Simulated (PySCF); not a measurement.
Core-level binding energies of 1,3-dithiolane-2-thione

1,3-dithiolane-2-thione, C₃H₄S₃.
Bonds: S1–C2 (double), C2–S3, S3–C4, C4–C5, C5–S6, C2–S6. Hydrogens: H7, H8 on C4; H9, H10 on C5.

Method used: PySCF 2.14.0, delta-SCF UKS SCAN, pcX-2 on the ionised atom, pcseg-1 elsewhere, spin-free X2C. These are vertical core ionisation energies against the vacuum level, from separate self-consistent calculations with and without the core hole.

Q: Give the core binding energies atom by atom.

A: 
| atom(s) | environment | level | binding energy (eV) | above the level's lowest (eV) | count |
| --- | --- | --- | --- | --- | --- |
| S3/S6 | sulfur bonded to 2 C | S 1s | 2477.66 | +1.87 | 2 |
| S1 | thiocarbonyl sulfur | S 1s | 2475.79 | 0.00 | 1 |
| C2 | thiocarbonyl carbon | C 1s | 292.71 | +0.68 | 1 |
| C4/C5 | sp3 carbon bound to sulfur | C 1s | 292.03 | 0.00 | 2 |

The listed C 1s values span 0.68 eV, from C4/C5 (bonded to S, C and 2 H) to C2 (bonded to S (double bond) and 2 S). Summing the Pauling electronegativity differences to the bonded atoms, each weighted by its formal bond order, gives -0.67 for the lowest site and +0.12 for the highest.

Lowest listed S 1s: S1, bonded to C (double bond). Highest, 1.87 eV above it: S3/S6, bonded to 2 C.

Q: Which photon energy gives electrons from C 1s of C4/C5 a kinetic energy of 200 eV, and what is their de Broglie wavelength?

A: hν = 292.03 + 200 = 492.03 eV, recoil neglected; λ = 12.264 Å/√(E/eV) = 0.87 Å.

Atoms equivalent by their bonding share one computed value, that of the first of them. Not every level is listed. Isolated species at its GFN2-xTB geometry (one conformer only).
